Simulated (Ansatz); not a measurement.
Compare A (`CCSSC`) with its isomer B (`SCCCS`).

Calculated with Ansatz (gas phase, PBE0-D4/def2-TZVP geometries, no zero-point term in ΔE). CBS: MP2 limit from def2 TZ/QZ plus the TZ coupled-cluster correction, frozen cores. Functionals use def2-TZVPP. B3LYP here is the variant with VWN-RPA as its local correlation; programs differ in this. One conformer a species, not always the lowest.

Which is lower in electronic energy at CCSD(T)/CBS, and by how much? (Best estimate.)

The calculation gave: A, by 6.3 kcal/mol.

Give E(B) − E(A) in kcal/mol with B3LYP, CCSD(T)/def2-SVP, ωB97M-V, CCSD(T)/def2-TZVPP, MP2/def2-TZVPP, BLYP-D4, LDA (SPW92). (An estimate is asked.)

Computed: B3LYP 8.2, CCSD(T)/def2-SVP -1.2, ωB97M-V 6.6, CCSD(T)/def2-TZVPP 4.5, MP2/def2-TZVPP 5.7, BLYP-D4 10.1, LDA (SPW92) 7.6. The order is the other way round with CCSD(T)/def2-SVP.

Does the order hold for the free energy at 298.15 K (harmonic terms from PBE0-D4)? (Best estimate.)

The calculation gave: Yes: G(B) − G(A) = +4.8 kcal/mol, for one conformer each.

Largest T1 diagnostic: 0.011.

From BLYP to BHLYP (50 % exact exchange), in def2-TZVPP and without D4, E(B) − E(A) moves by −3.2 kcal/mol. Leaving LDA and LC-ωPBE aside and taking each functional with its dispersion term where it has one, the values, not all of them listed here, spread over 4.0 kcal/mol, from ωB97X-V to BLYP-D4. LDA lies −2.0 kcal/mol from PBE without D4.
